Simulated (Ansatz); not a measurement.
Geometry optimisation of the cluster P₂S₂⁻.

```yaml
crystal:
  periodic: [false, false, false]
  atoms:
    - {symbol: P, position_ang: [-0.431950, 1.410290, -0.264570]}
    - {symbol: P, position_ang: [0.431480, -1.410030, 0.265720]}
    - {symbol: S, position_ang: [1.428150, 0.468020, 0.166020]}
    - {symbol: S, position_ang: [-1.427690, -0.468290, -0.167170]}
basis:
  gaussian: {orbitals: def2-TZVPD}
total_charge: -1
magnetization: {spin_polarized: true, initial_magnetization: 1}
hamiltonian: {xc: pbe0, dispersion: d4}
scf: {lower_state_search: "off"}
output: {orbitals: {seedname: orbitals}}
relax: {f_tol: 0.02, max_steps: 100}
```

```sh
$ ansatz run in.yaml --threads 4 --pin off --events-out ev --progress --plain --max-ram 3916MiB
```

Output, abridged:

```
Functional definition: PBE0
mean field -40236.94374245 eV, -1478.6804089549 hartree, gradient 6.2e-6 eV, S^2 0.755623; 0 other end points of the search recorded, 0 dependent functions left out
relax step   1: F+E_penalty+E_count = -40237.15934917 eV  Δ(F+E_penalty+E_count) = +0.000e0 eV  max|allowed force component| = 1.981e-1 eV/Å  Δτ_max = 0.0000 Å  (17 SCF iters, accepted)
mean field -40236.94325642 eV, -1478.6803910937 hartree, gradient 2.7e-6 eV, S^2 0.755654; 0 other end points of the search recorded, 0 dependent functions left out
relax step   2: F+E_penalty+E_count = -40237.15936339 eV  Δ(F+E_penalty+E_count) = -1.422e-5 eV  max|allowed force component| = 1.216e-1 eV/Å  Δτ_max = 0.0291 Å  (21 SCF iters, accepted)
mean field -40236.94684405 eV, -1478.6805229366 hartree, gradient 2.5e-6 eV, S^2 0.755635; 0 other end points of the search recorded, 0 dependent functions left out
relax step   3: F+E_penalty+E_count = -40237.16274408 eV  Δ(F+E_penalty+E_count) = -3.381e-3 eV  max|allowed force component| = 1.108e-2 eV/Å  Δτ_max = 0.0140 Å  (21 SCF iters, accepted)
Total energy: -40237.16278076 eV, -1478.6884584646 hartree
Atom 0 at    -0.436120     1.424636    -0.267308 Å, force    -0.001422     0.010126    -0.002074 eV/Å
Atom 1 at     0.435849    -1.424454     0.268348 Å, force     0.003768    -0.011079     0.001703 eV/Å
Atom 2 at     1.418467     0.465052     0.164939 Å, force     0.008147     0.004186     0.001183 eV/Å
Atom 3 at    -1.418206    -0.465244    -0.165978 Å, force    -0.010493    -0.003233    -0.000812 eV/Å
Dipole moment:    -0.000038    -0.000053    -0.000064 e Å
Checks for a lower state left out: stability, starts, cluster_reference, orbital_swaps, neighbouring_geometries, increment
```

It took 9 s on 4 threads of AMD EPYC 7R43 on a shared host, peak host memory 0.67 GiB.

The highest occupied level of the charge -1 doublet lies above zero (up to 0.62 eV). The electron is either unbound and held by the finite basis, or the level is raised by self-interaction error. Another isomer (doublet) lies 0.93 eV lower at PBE0-D4/def2-TZVPD; other spin states weren't run for this one.
